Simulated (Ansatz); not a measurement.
Ansatz (a quantum-chemistry and plane-wave program) input (MP2/aug-cc-pVTZ):

Ansatz 0.2 input:
```yaml
crystal:
  periodic: [false, false, false]
  atoms:
    - {symbol: F, position_ang: [0.03923562, 1.10057360, -0.27954166]}
    - {symbol: O, position_ang: [-0.01962367, 0.00815420, 0.59730772]}
    - {symbol: F, position_ang: [-0.02179237, -1.10782178, -0.25139853]}
basis:
  gaussian:
    orbitals: aug-cc-pVTZ
magnetization: {spin_polarized: false}
correlation: {method: mp2, electrons: outside_noble_gas}
accuracy: high
```

Output:

```
Functional definition: HF
integrals: 0.32 GiB planned
2164 factors; integrals over basis functions are off by at most 3.0e-9 eV
mean field: 0.50 GiB planned
mean field evaluation 1: about -7441.7269 eV, gradient 3.6e1 eV
mean field evaluation 2: about -7441.7276 eV, gradient 3.6e1 eV
mean field evaluation 4: about -7443.9778 eV, gradient 4.0e0 eV
mean field evaluation 8: about -7444.0309 eV, gradient 5.3e-1 eV
mean field evaluation 16: about -7444.0326 eV, gradient 8.4e-9 eV
mean field -7444.03261956 eV, -273.5631530222 hartree, gradient 8.4e-9 eV, S^2 0.000000; 0 other end points of the search recorded, 0 dependent functions left out; unrestricted orbitals would lower it
3 core orbitals not correlated
reference -7444.03261956 eV, -273.5631530222 hartree; 10, 10 occupied and 125, 125 virtual orbitals, 2164 factors
second order -21.16703158 eV of doubles, -0.00000000 eV of singles
Total energy: -7465.19965114 eV, -274.3410270853 hartree
```
